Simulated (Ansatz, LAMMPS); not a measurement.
# Corundum (α-Al2O3), static dielectric constant

Reference value: 10.1 (measured, temperature not stated, not corrected to a static lattice, mean of the two values across and the one along c; as tabulated in Stokey et al. (2021), arXiv:2108.12058).

```
level (code)                                       value  cell (Å³/atom)
--------------------------------------------  ----------  --------------
ionic model bush1994 (shell model, LAMMPS)          13.0            8.73
ionic model lewis1985b (shell model, LAMMPS)        9.67            7.99
ionic model pedone2006 (rigid ions, LAMMPS)         5.37            8.34
LDA (Ansatz)                                        10.0            8.32
PBE (Ansatz)                                  (withheld)            8.76
```

Question: Some entries are withheld; supply them.

Answer: 
- PBE (Ansatz, a program for electronic structure), value: 11.0

Differences against the reference: ionic model bush1994 +29 %, ionic model lewis1985b -4.3 %, ionic model pedone2006 -47 %, LDA -1.0 %, PBE +8.9 %.

Leaving aside ionic model bush1994, ionic model lewis1985b, ionic model pedone2006, which can be fitted to such values or carry a doubt: Of these levels LDA (-1.0 %) comes nearest. Farthest off: PBE (+8.9 %). Within 10 %: LDA, PBE.

The reference has no zero-point or thermal correction, while the calculations are for a static lattice, so the differences are not the levels' errors alone. For crystals that are not cubic the mean over three axes is given.  Rigid ions have no electronic screening (ε∞ = 1). Each level is taken at its own relaxed cell. Ansatz's density-functional and Hartree–Fock values are scalar-relativistic unless marked +SOC, with PAW data made under PBE.

Empirical potentials (ionic model bush1994, ionic model lewis1985b, ionic model pedone2006) are fitted to chosen data, which need not cover the solid at hand: agreement can be built in, and what lay outside the fit can be far off.

Differences are worked out from the printed values.
